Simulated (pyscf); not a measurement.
One addition across a multiple bond or ene-type step on the singlet surface with elements of a group swapped. CCSD(T)/def2-TZVPP + ΔMP2(QZVPP), kJ/mol, from the separated reactants. PySCF, gas phase, ωB97X-D3(BJ)/def2-SVP geometries. MP2 and CC: frozen core, UHF for open shells. ΔMP2 is the change of the MP2 total energy from the triple- to the quadruple-zeta basis.

```csv
step,barrier,reaction energy,imaginary mode (i cm⁻¹)
O=Ga–OH + H₂O -> HO–Ga(OH)–OH,(withheld),(withheld),629
H₂O + O=In–OH → HO–In(OH)–OH,-48.9,-220.1,774
```

### Question
Complete the blanks.

### Answer

- O=Ga–OH + H₂O -> HO–Ga(OH)–OH, barrier: -53.8
- O=Ga–OH + H₂O -> HO–Ga(OH)–OH, reaction energy: -277.9

Row 1: On the reactant side the descent ends in an adduct with a Ga–O contact, 73.4 kJ/mol under the separated species and 6.3 kJ/mol under the saddle at ωB97X-D3(BJ)/def2-TZVP. Row 2: On the reactant side the descent ends in an adduct with a In–O contact, 71.0 kJ/mol under the separated species and 6.9 kJ/mol under the saddle at ωB97X-D3(BJ)/def2-TZVP. Each row is the saddle that its search found. The CCSD(T) − MP2 part came from Ansatz, without density fitting, on the same reference. The frozen core leaves the outer d or s,p core shells of the metals and heavy elements correlated in the MP2 and CC values, and def2-TZVPP describes them poorly, which can shift differences by a few kcal/mol. Elements up to Kr have no core potential and no relativistic terms here. Elements past Kr carry the def2 core potentials, without spin-orbit coupling.
